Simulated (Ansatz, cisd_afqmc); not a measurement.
System: HCl, charge 1, doublet. HCl+ (parent SMILES Cl, doublet).
B3LYP-D3(BJ)/def2-TZVP minimum from Ansatz (an electronic-structure program):
```xyz
2

Cl     0.0000     0.0000    -0.0736
H      0.0000     0.0000     1.2515
```
Charge +1, spin multiplicity 2.

Total energies in aug-cc-pV(D+d)Z, 7 correlated electrons, 5 frozen orbitals. Radicals and triplets start from unrestricted determinants; spin-orbit coupling is neglected. Cores are frozen in correlated methods. No relativity. The Monte Carlo rows (phaseless AFQMC, CISD trial, step 0.005/hartree) carry one-sigma bars that omit the constraint's bias. Outlying blocks are dropped, and bars are widened where a walk drifts. Over all cases where full CI ran beside it in this data, AFQMC minus full CI had a median of +0.1 mEh and passed +0.4 mEh in a tenth of the cases.

| method | program | energy (Eh) | minus CCSDTQ (mEh) |
|---|---|---|---|
| HF | Ansatz | -459.66895 | 152.44 |
| MP2 | Ansatz | -459.79439 | 27.00 |
| CCSD | Ansatz | -459.81754 | 3.85 |
| CCSD(T) | Ansatz | -459.82065 | 0.74 |
| CCSDT(Q) | Ansatz | -459.82137 | 0.02 |
| CCSDTQ | Ansatz | -459.82139 | 0.00 |
| AFQMC/CISD | cisd_afqmc | -459.8212 ± 0.0002 | 0.1 ± 0.2 |

Rough core times of Ansatz's runs on a shared machine: CCSD(T) under 20 s, CCSDT(Q) 30 s, CCSDTQ 6 min.
